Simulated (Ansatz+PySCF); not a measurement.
The numbers below are computed, except where a source is named.
Input for Ansatz (development build ahead of 0.2.0):

```yaml
crystal:
  periodic: [false, false, false]
  atoms:
    - { symbol: "N", position_ang: [0.0, 0.0, -0.55479] }
    - { symbol: "N", position_ang: [0.0, 0.0, 0.55479] }
basis:
  gaussian: { orbitals: STO-3G }
total_charge: 1
magnetization:
  spin_polarized: true
  initial_magnetization: 1
hamiltonian:
  xc: pbe0
output:
  forces: true
```

The input is written out in the form of the current development build from the run's settings.

The run gave:

- Converged: yes
- Total energy: -107.39879 hartree
- Spin squared of the determinant: 0.753
- Stability test: minimum

Forces (eV/Å):
```tsv
atom	Fx	Fy	Fz
N1	0.000	0.000	-16.474
N2	0.000	0.000	16.474
```
